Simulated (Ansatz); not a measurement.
**[OH···H···OH], doublet in cc-pVDZ: errors against UCCSDT(Q)**

Geometry: a point of a hydrogen-transfer path between rigid fragments, not a stationary point.

```xyz
5

O    -1.2477    0.0004    0.0000
H    -1.4970    0.9270    0.0000
H    -0.1297    0.0004    0.0000
O     1.2553    0.0004    0.0000
H     1.5071   -0.9396    0.0000
```

Basis cc-pVDZ; Ansatz 0.2.0. Only valence electrons are correlated (noble-gas cores frozen), which leaves 15 electrons in 41 orbitals. Prefix R: restricted or restricted open-shell reference; prefix U: unrestricted. Active spaces: pair = (3e, 3o) about the gap; valence = (15e, 11o) chosen from the atoms' valence shells.

Full CI isn't at hand for all of this; UCCSDT(Q) serves as the reference, and is uncertain by the last step of the cluster series or more. The frozen core follows each run's orbitals, which can shift R against U totals by a few meV.

HF rows: RHF is the lowest solution found, UHF is the lowest solution found. Coupled cluster chose its determinant by a search with trial CCSD, here up to 0.21 eV above the lowest Hartree–Fock solution of its kind, and MP2 stands on that determinant too.

* UHF ⟨S²⟩: 0.756
* ⟨S²⟩ of the determinant under UCCSD: 0.773
* T1 diagnostic (RCCSD): 0.0316
* largest doubles amplitude (RCCSD): 0.042
* T1 diagnostic (UCCSD): 0.0209

```csv
level,E − E(UCCSDT(Q)) (kJ/mol),share of correlation (%),wall time
RHF†,1045.4,–,–
UHF†,1034.6,–,0.33 s
RMP2,88.9,91.66,–
UMP2,87.5,91.79,–
RCCSD,22.6,97.88,–
UCCSD,22.1,97.93,–
RCCSD(T),4.3,99.59,7 s
UCCSD(T),4.1,99.61,7 s
BCCD(T),4.1,99.61,4.1 s
RCCSDT,2.6,99.75,–
UCCSDT,2.6,99.76,–
RCCSDT(Q),0.1,99.99,43 s
CASSCF (pair space)†,985.4,–,–
NEVPT2 (pair space)†,78.9,–,0.96 s
CASSCF (valence space)†,827.2,–,–
NEVPT2 (valence space)†,126.5,–,3.7 s
```

A dagger marks rows that describe another state than the reference (another or a broken symmetry, a higher spin or other natural occupations), so the difference holds a gap between states beside the method's error.

The correlation energy at UCCSDT(Q), counted from the determinant under the R cluster runs, is -11.047 eV. That run took 34 s on 1 thread of Intel Xeon 6975P-C, shared host.

Run but not shown, since their state, orbitals or frozen core can't be matched to the reference's or they repeat it: CISD.

Times hold each run's SCF and search for its determinant on a shared host, so for small cases they say little of a method's own cost; they ran on 1 thread of Intel Xeon 6975P-C. Some runs computed forces too.
